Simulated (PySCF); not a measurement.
CS₂: how level, basis and relativity move the structure

Each row is its own optimisation.

Each entry is the lowest minimum that a search over a few typed start shapes (and spin states, where more than one is plausible) found, or that minimum re-optimised at the stated level; isomers with ligand–ligand bonds, or fragments after loss of a ligand pair, can lie lower. Open shells are unrestricted; no spin–orbit coupling; PySCF with density fitting.

| level | 2S+1 | point group | mean bond to C (Å) | lowest ω (cm⁻¹) | distinct angles (°) | highest ω (cm⁻¹) | atomisation (kJ/mol) |
| --- | --- | --- | --- | --- | --- | --- | --- |
| B3LYP/def2-TZVP (no relativity) | ? | ? | ? | ? | ? | ? | ? |
| PBE0/def2-TZVP (no relativity) | 1 | D∞h | 1.548 | 413 | 180 | 1595 | 1190 |
| wB97X/def2-TZVP (no relativity) | 1 | D∞h | 1.544 | 425 | 180 | 1595 | 1152 |

(1) Fill in the row of B3LYP/def2-TZVP (no relativity).

Results:

(1) 2S+1: 1; point group: D∞h; mean bond to C (Å): 1.553; lowest ω (cm⁻¹): 408; distinct angles (°): 180; highest ω (cm⁻¹): 1561; atomisation (kJ/mol): 1160.

Across these levels the mean bond spreads over 0.009 Å and the highest wavenumber over 35 cm⁻¹; all give the same point group.

Levels that gave another bonding pattern or an unsound solution are left out.
